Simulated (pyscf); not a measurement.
# Substitution at N: H₂N–Si•(Cl)–Cl + NH₃ -> H₂N–Si(NH₂)(Cl)–Cl + H•

Gas phase, doublet surface, charge 0. Bonds broken: N8–H9. Bonds formed: Si2–N8. Structures and frequencies: ωB97X-D3(BJ)/def2-SVP in PySCF.

Transition state (Å):

```xyz
10

N      0.4068     1.3179     0.9373
Si     0.3522    -0.2518     0.2695
Cl     2.3350    -0.9159     0.4275
Cl    -0.0995    -0.3279    -1.7577
H     -0.4215     1.9056     0.9314
H      1.2665     1.8545     0.9083
H     -1.5581    -1.6869     0.4982
N     -1.2648    -0.8194     0.9569
H     -2.4394    -0.1866     1.0037
H     -1.1618    -1.0368     1.9524
```

One imaginary mode, 1761i cm⁻¹; descent along it reached the two sides named, in the forms told below.

```json
[
 {"bond": "N8–H9", "change": "breaks", "reactant side (Å)": "1.021", "saddle": "1.335", "product side": "3.2"},
 {"bond": "Si2–N8", "change": "forms", "reactant side (Å)": "2.429", "saddle": "1.846", "product side": "1.702"}
]
```

Electronic energies relative to the separated reactants (kcal/mol):

```tsv
level	barrier	reaction energy	reverse barrier
ωB97X-D3(BJ)/def2-TZVP	18.6	-3.2	21.8
PBE/def2-TZVP	11.4	+3.9	7.5
r²SCAN/def2-TZVP	11.6	+1.5	10.1
B3LYP-D3(BJ)/def2-TZVP	14.5	+2.4	12.1
PBE0-D3(BJ)/def2-TZVP	13.0	-0.6	13.6
M06-2X/def2-TZVP	16.8	-2.4	19.2
ωB97M-D3(BJ)/def2-TZVP	16.3	-2.9	19.3
HF/def2-TZVP	34.1	-5.4	39.5
```

With ωB97M-D3(BJ)/def2-TZVP energies and thermal terms (ideal gas, 1 atm, RRHO with modes under 100 cm⁻¹ raised to 100, one conformer, R ln 2 for chiral ones without a mode under 150 cm⁻¹), in kcal/mol:

```
T (K)   ΔH‡   ΔG‡    ΔH    ΔG
-----  ----  ----  ----  ----
298    13.3  25.0  -7.1  -2.8
600    13.9  36.7  -5.6  +0.9
900    14.8  47.9  -4.0  +3.8
1200   15.9  58.8  -2.5  +6.2
```

On the reactant side the descent ends in a bound adduct, 8.0 kcal/mol under the separated species and 26.7 kcal/mol under the saddle at ωB97X-D3(BJ)/def2-TZVP. One saddle was located; it need not be the lowest between these sides. The angle at the attacked N is 130°.
